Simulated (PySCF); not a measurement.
## How methods differ on the electron affinity of Cl

Cl⁻ [Ar] (1S) → Cl [Ne] 3s2 3p5 (2P), as a difference of total energies. Computed with PySCF 2.14 in aug-cc-pV(Q+d)Z with one added diffuse shell each of s, p, d, f, g type (8s7p6d4f3g, 114 functions), with the non-relativistic Hamiltonian (point nucleus). Correlated levels: valence: [Ne] frozen. The calculations carry no spin-orbit coupling.

| method | electron affinity (eV) |
| --- | --- |
| UHF | 2.370 |
| LDA | 3.933 |
| PBE | 3.652 |
| PBE0 | 3.567 |
| r2SCAN | 3.609 |
| M06-L | 3.594 |
| B3LYP | 3.673 |
| MP2 (valence) | 3.726 |

Problem. Estimate what r2SCANh gives.

Solution. 3.581 eV, closest to M06-L among the rows shown.

Problem. Estimate what SCS-MP2 (valence) gives.

Solution. 3.640 eV, closest to PBE among the rows shown.

A first-order spin-orbit estimate (lowest level to lowest level, LS coupling) adds -0.035 eV.

Errors of the correlated levels include the incompleteness of this basis and the frozen core.

In the anion the highest occupied orbital energy is positive at LDA, PBE, r2SCAN, M06-L, a self-interaction effect; the basis confines that electron, and the energy difference can still be sensible.

For comparison: 3.613 eV (measured; photodetachment measurements, as compiled on the Wikipedia data page of electron affinities).
